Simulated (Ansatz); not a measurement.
Density of states of YAlGe (Cmcm, a = 4.033 Å, b = 10.465 Å, c = 5.762 Å, α = 90.00°, β = 90.00°, γ = 90.00°), in states per eV and primitive cell, averaged over bins of 0.4 eV. All numbers below come from DFT r2SCAN, scalar-relativistic, plane waves, PAW (Ansatz).

Plane waves to 500 eV, a k mesh through Γ of 10×10×6 on the computed 6-atom cell and Gaussian smearing (0.10 eV); no spin polarisation.

The cell is relaxed at this level. The states (both spins) are summed by tetrahedra on a 15×15×9 mesh at the self-consistent density. Energies are bin centres; the table starts no lower than −8 eV and ends at 6 eV, or lower where the solved bands end.

It is a metal at this level.

```
E − E_F (eV) total Y 4d Ge 4p Al 3p Al 3s
       -7.55   0.45  0.05   0.17   0.02   0.18
       -7.15   0.55  0.07   0.19   0.06   0.19
       -6.75   0.57  0.08   0.18   0.08   0.18
       -6.35   0.74  0.11   0.23   0.13   0.20
       -5.95   1.33  0.19   0.43   0.23   0.28
       -5.55   2.13  0.30   0.73   0.32   0.44
       -5.15   2.31  0.35   0.80   0.32   0.46
       -4.75   1.44  0.24   0.50   0.26   0.22
       -4.35   1.16  0.16   0.47   0.28   0.08
       -3.95   2.34  0.31   1.06   0.64   0.08
       -3.55   1.86  0.26   0.87   0.48   0.04
       -3.15   2.94  0.52   1.47   0.60   0.05
       -2.75   2.65  0.52   1.08   0.69   0.15
       -2.35   2.96  0.70   0.97   0.92   0.15
       -1.95   4.37  1.38   1.43   1.18   0.15
       -1.55   3.91  1.45   1.40   0.77   0.13
       -1.15   3.59  1.42   1.34   0.54   0.11
       -0.75   2.08  0.90   0.69   0.30   0.08
       -0.35   2.05  0.91   0.65   0.25   0.12
        0.05   1.49  0.71   0.41   0.17   0.10
        0.45   1.38  0.69   0.30   0.16   0.10
        0.85   2.81  1.49   0.45   0.30   0.22
        1.25   3.17  1.89   0.35   0.36   0.21
        1.65   2.95  1.74   0.26   0.34   0.24
        2.05   4.20  2.40   0.36   0.46   0.41
        2.45   4.30  2.44   0.30   0.50   0.38
        2.85   3.94  2.17   0.27   0.48   0.28
        3.25   4.39  2.39   0.31   0.49   0.29
        3.65   4.05  2.17   0.33   0.49   0.27
        4.05   5.18  2.87   0.43   0.65   0.36
        4.45   5.76  3.22   0.51   0.79   0.31
        4.85   4.72  2.34   0.57   0.57   0.34
        5.25   4.83  2.24   0.71   0.63   0.27
        5.65   4.98  1.97   0.75   0.83   0.24
```

The columns after the total are the main Löwdin projections on the occupied valence shells of the potentials; 3 others are left out. The rest of the total lies in those, in shells that are empty in the free atom, which aren't projected, and between the atoms.